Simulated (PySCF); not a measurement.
## Where the electron goes

C4H12P (charge +1).
Z-matrix (Å and degrees, GFN2-xTB geometry), rows numbered from 1:
```
C 
C   1  1.5217
C   2  1.5333  1  111.89
P   3  1.8127  2  112.51  1    53.51
C   4  1.8009  3  111.90  2   164.65
H   1  1.0879  2  110.91  3    54.19
H   1  1.0928  2  110.90  3   -67.13
H   1  1.0862  2  110.23  3   173.74
H   2  1.0904  1  109.76  3  -119.99
H   2  1.0918  1  109.73  3   122.07
H   3  1.0963  2  110.62  1   -66.46
H   3  1.0960  2  110.86  1   174.11
H   4  1.3753  3  109.97  2    43.41
H   4  1.3729  3  111.47  2   -73.56
H   5  1.0910  4  110.29  3   179.02
H   5  1.0920  4  109.77  3    58.88
H   5  1.0917  4  109.77  3   -60.80
```

Method used: PySCF, TDDFT PBE0/def2-SVPD, vertical, gas phase, core orbitals frozen in the response.

Kohn–Sham orbitals with the atoms that hold most of them (Löwdin shares over 4%, at most four atoms; ? is withheld):

```
orbital  ε (eV)                             atoms
 HOMO-3  -15.50    C1 20%, C3 17%, P4 14%, C5 11%
 HOMO-2  -14.31    C1 32%, C2 26%, C3 15%, H12 8%
 HOMO-1  -14.11    C1 28%, C2 20%, C3 12%, H8 12%
   HOMO       ?                                 ?
   LUMO   -4.43                                 ?
 LUMO+1   -4.19  P4 35%, C3 15%, H13 11%, H14 10%
 LUMO+2   -3.88   P4 43%, H14 16%, H13 13%, C3 8%
```

(1) Give the leading atoms of the HOMO.

(2) Give the leading atoms of the LUMO.

(3) What is the HOMO energy, and the HOMO–LUMO gap?

Answers

(1) C2 (bonded to 2 C and 2 H) 26%; C1 (bonded to C and 3 H) 20%; H9 (bonded to C) 12%; H7 (bonded to C) 10%. By element: carbon 47% or more, hydrogen 22% or more.

(2) P4 (bonded to 2 C and 2 H) 38%; H14 (bonded to P) 14%; C5 (bonded to P and 3 H) 13%; H13 (bonded to P) 12%. By element: phosphorus 38%, hydrogen 26% or more, carbon 13% or more.

(3) ε(HOMO) = -13.85 eV; the gap is 9.42 eV (0.3462 hartree).

Task: The HOMO–LUMO gap is 9.42 eV. Where does the response calculation put the lowest singlet, and from which orbitals?

Result: S1 is at 8.29 eV (f = 0.0021), 1.13 eV below the gap, made of HOMO→LUMO (95%). Without the coupling terms of the response equations the lowest excitation would equal the gap.

Task: Give energy, strength and leading configuration of S1, S2, S3, S4, S5 and S7, and follow the Löwdin shares of the leading atoms from the occupied to the empty orbital.

Result: 
- S1 (8.29 eV, f 0.0021), HOMO→LUMO (95%): C2 26% → at most 13%, C1 20% → at most 13%, P4 at most 10% → 38%, H14 at most 10% → 14%
- S2 (8.48 eV, f 0.014), HOMO→LUMO+1 (96%): C2 26% → at most 10%, C1 20% → at most 10%, P4 at most 10% → 35%, C3 at most 10% → 15%
- S3 (8.55 eV, f 0.0068), HOMO-1→LUMO (92%): C1 28% → at most 13%, C2 20% → at most 13%, P4 at most 12% → 38%, H14 at most 12% → 14%
- S4 (8.70 eV, f 0.0013), HOMO-2→LUMO (84%): C1 32% → at most 13%, C2 26% → at most 13%, P4 at most 8% → 38%, H14 at most 8% → 14%
- S5 (8.80 eV, f 0.032), HOMO-1→LUMO+1 (72%): C1 28% → at most 10%, C2 20% → at most 10%, P4 at most 12% → 35%, C3 12% → 15%
- S7 (8.88 eV, f 0.0083), HOMO-2→LUMO+1 (91%): C1 32% → at most 10%, C2 26% → at most 10%, P4 at most 8% → 35%, C3 15% → 15%

Löwdin shares depend on the basis, the more so with diffuse functions.

Cost: about 70 s of CPU time on one thread; the machine was shared, so the figure is rough.

One conformer stands for the species.
